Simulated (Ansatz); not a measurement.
Input file:

```yaml
crystal:
  periodic: [false, false, false]
  atoms:
    - {symbol: Al, position_ang: [0.000000, 0.000000, -3.130600]}
    - {symbol: Al, position_ang: [0.000000, 0.000000, -0.381202]}
    - {symbol: N, position_ang: [0.000000, 0.000000, 1.255893]}
    - {symbol: H, position_ang: [0.000000, 0.000000, 2.255908]}
basis:
  gaussian: {orbitals: cc-pVDZ}
magnetization: {spin_polarized: true, initial_magnetization: 2}
hamiltonian: {xc: {name: PBE0}}
output: {orbitals: {seedname: orbitals}}
```

```sh
$ ansatz run in.yaml --threads 1 --pin off --events-out ev --progress --plain --max-ram 2393MiB
```

(1) Roughly how long does this take on 1 thread of Intel Xeon, shared host, and how much host memory?

```
544 factors; integrals over basis functions are off by at most 1.3e-3 eV
mean field evaluation 1: about -14674.6446 eV, gradient 5.1e1 eV
mean field evaluation 2: about -14470.0039 eV, gradient 1.2e2 eV
mean field evaluation 4: about -14625.1193 eV, gradient 6.7e1 eV
mean field evaluation 8: about -14688.2903 eV, gradient 1.1e0 eV
mean field evaluation 16: about -14688.3528 eV, gradient 4.1e-3 eV
mean field evaluation 32: about -14688.3548 eV, gradient 3.4e-1 eV
mean field evaluation 64: about -14688.5998 eV, gradient 2.2e-3 eV
mean field -14688.59979140 eV, -539.7960860434 hartree, gradient 1.7e-5 eV, S^2 2.022641; 8 other end points of the search recorded, 0 dependent functions left out
reference -14688.59981815 eV, -539.7960870264 hartree; 18, 16 occupied and 37, 39 virtual orbitals, 544 factors
Total energy: -14688.59981815 eV, -539.7960870264 hartree
```

Results:

(1) 18 s wall and 0.21 GiB.
